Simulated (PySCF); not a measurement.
# Bond length, frequency and bond energy of LiN by level of theory

State: ³Σ⁻ (triplet), unpaired electrons π ↑↑. Set-up: basis Li cc-pVTZ, N cc-pVTZ; no relativity; PySCF 2.14. De refers to Li + N in their high-spin ground configurations, without counterpoise correction. The functionals are run spin-unrestricted. A positive dipole means Li(−)N(+).

```
      Level  Re (Å)  ωe (cm⁻¹)  De (eV)  μ (D)
        UHF   1.854        699    0.030  -7.15
    UHF-MP2   1.861        689     1.35    n/a
UHF-SCS-MP2   1.863        684     1.44    n/a
   UHF-CCSD   1.864        677     1.37    n/a
UHF-CCSD(T)   1.868        665     1.45    n/a
        PBE   1.879        640     1.93  -6.18
       BP86   1.882        640     2.01  -6.32
       TPSS   1.870        660     1.92  -6.43
     r²SCAN   1.877        644     1.64  -6.57
    r²SCANh   1.868        661     1.57  -6.69
       PBE0   1.855        681     1.67  -6.63
```

The bond length runs from 1.854 Å (UHF) to 1.882 Å (BP86). De spans 0.03 eV (UHF, mean field) to 2.01 eV (BP86, GGA). Correlation at CCSD(T) changes the Hartree–Fock bond energy by +1.42 eV; the triples alone change it by +0.08 eV.

Correlated steps freeze 1 core orbital. The state was picked by a PBE0 search and need not be the measured ground state.
